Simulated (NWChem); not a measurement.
# carbon disulfide (CS2); SMILES S=C=S

Program: NWChem. Medium grid unless said otherwise, to which SCAN and Minnesota functionals are sensitive. Geometry: optimised at PBE0/def2-SVP.

For level Hartree-Fock/def2-TZVPD:

```yaml
highest occupied level (eV): -10.14
orbital gap (eV): 11.23
```

**Question.** Estimate the same quantities for level M06-2X/def2-TZVPD.

**Answer.** 
| Quantity | Result |
|---|---|
| highest occupied level (eV) | -8.82 |
| orbital gap (eV) | 7.59 |
